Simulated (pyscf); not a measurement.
# Four-centre exchange: H₂N–Ti(Cl)(Cl)–Cl + HO–SiH₃ → H₂N–Ti(OH)(Cl)–Cl + H₃Si–Cl

Gas phase, singlet surface, charge 0. Bonds broken: Ti2–Cl3, O8–Si9. Bonds formed: Ti2–O8, Cl3–Si9. Single points on ωB97X-D3(BJ)/def2-SVP structures (PySCF, gas phase).

Transition state (Å):

```xyz
13

N     -1.1576    -1.8821     0.4414
Ti    -0.1408    -0.7210    -0.5256
Cl    -1.6895     1.0499     0.3456
Cl    -0.8673    -0.4786    -2.5725
Cl     1.6468    -1.9832    -0.7660
H     -0.9733    -2.8835     0.4519
H     -1.9817    -1.6199     0.9761
O      0.8909     0.6601     0.3755
Si     0.1023     2.2145     1.2093
H      1.8404     0.5354     0.5145
H     -0.9403     3.0545     1.8860
H      0.6900     3.1185     0.1868
H      0.9890     1.9111     2.3775
```

One imaginary mode, 201i cm⁻¹; descent along it reached the two sides named, in the forms told below.

| bond | change | reactant side (Å) | saddle | product side |
|---|---|---|---|---|
| Ti2–Cl3 | breaks | 2.273 | 2.509 | 3.4 |
| O8–Si9 | breaks | 1.728 | 1.932 | 3.0 |
| Ti2–O8 | forms | 2.119 | 1.945 | 1.766 |
| Cl3–Si9 | forms | 3.0 | 2.305 | 2.079 |

Electronic energies relative to the separated reactants (kJ/mol):

```csv
level,barrier,reaction energy,reverse barrier
ωB97X-D3(BJ)/def2-TZVP,18.4,+7.2,11.2
PBE/def2-TZVP,45.7,+5.1,40.6
r²SCAN/def2-TZVP,37.7,+9.3,28.4
B3LYP-D3(BJ)/def2-TZVP,39.4,+11.1,28.2
PBE0-D3(BJ)/def2-TZVP,29.6,+5.8,23.7
M06-2X/def2-TZVP,27.0,+8.7,18.2
ωB97M-D3(BJ)/def2-TZVP,35.5,+3.9,31.5
HF/def2-TZVP,93.1,+2.9,90.2
```

With ωB97M-D3(BJ)/def2-TZVP energies and thermal terms (ideal gas, 1 atm, RRHO with modes under 100 cm⁻¹ raised to 100, one conformer, R ln 2 for chiral ones without a mode under 150 cm⁻¹), in kJ/mol:

| T (K) | ΔH‡ | ΔG‡ | ΔH | ΔG |
|---|---|---|---|---|
| 298 | 39.9 | 98.6 | +2.3 | +4.3 |
| 600 | 41.3 | 157.7 | +3.1 | +5.9 |
| 900 | 43.3 | 215.4 | +3.5 | +7.2 |
| 1200 | 45.7 | 272.4 | +3.7 | +8.5 |

On the reactant side the descent ends in an adduct with a O–Ti contact, 52.9 kJ/mol under the separated species and 71.4 kJ/mol under the saddle at ωB97X-D3(BJ)/def2-TZVP. On the product side the descent ends in a complex (not fully relaxed), 17.7 kJ/mol under the separated species and 29.0 kJ/mol under the saddle at ωB97X-D3(BJ)/def2-TZVP. What is counted as formed (O–Ti) is already present as a longer contact in the reactant adduct; forming that adduct is a step of its own. The same reactants have a lower exit, to NH₃ + H₃Si–O–Ti(Cl)(Cl)–Cl (barrier +4.0 kJ/mol at ωB97M-D3(BJ)/def2-TZVP, against +35.5 kJ/mol here). One saddle was located; it need not be the lowest between these sides.
